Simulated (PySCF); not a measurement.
Molecule: SMILES Cc1cscn1, C₄H₅NS.

Cartesian coordinates in Å; atom numbers follow the order of the lines, from 1:
```xyz
11

C    -1.6667   -0.1007    0.0135
C    -0.1819    0.0058    0.0012
C     0.5495    1.1455    0.1483
S     2.2352    0.8075    0.0696
C     1.8221   -0.8640   -0.1567
N     0.5690   -1.1166   -0.1694
H    -2.1193    0.8759    0.1585
H    -2.0123   -0.5246   -0.9274
H    -1.9810   -0.7684    0.8135
H     0.2051    2.1487    0.2963
H     2.5858   -1.6063   -0.2735
```

Frames of a GFN2-xTB Langevin trajectory at 200 K; GIAO PBE0/pcSseg-1 shieldings in PySCF, gas phase, non-relativistic; equivalent atoms averaged within each frame.

Scale: TMS for 13C (186.93 ppm) and 1H (31.72 ppm); CS2 for 33S (503.73 ppm); 15N (267.73 ppm) vs NH3 (reference shieldings calculated alike). The references are static minima.

Problem. How do the shifts (ppm) fluctuate along the trajectory?

Solution. 
```tsv
time (fs)	C5	C2	C3	C1	S4	N6	H11	H10	H7/H8/H9
optimised geometry	156.2	157.2	121.7	19.9	276	363.7	8.32	6.77	2.68
250	158.5	157.2	118.3	23.0	291	356.1	8.41	6.53	3.20
425	151.3	162.4	120.4	22.8	310	370.9	7.98	6.97	3.04
625	154.2	160.8	118.7	17.6	233	371.0	7.81	6.08	2.68
800	154.5	156.9	116.6	25.4	271	361.6	8.22	6.99	3.34
1000	155.6	159.7	126.1	23.9	287	367.1	8.52	7.41	3.44
mean of frames	154.8	159.4	120.0	22.6	278	365.3	8.19	6.80	3.14
standard deviation	2.6	2.3	3.7	2.9	29	6.4	0.30	0.51	0.30
```

5 frames give an uncertainty of the mean of about the standard deviation over 2.2 at best, since frames this close in time may not be independent; classical motion lacks zero-point vibration, and the reference would need the same averaging.
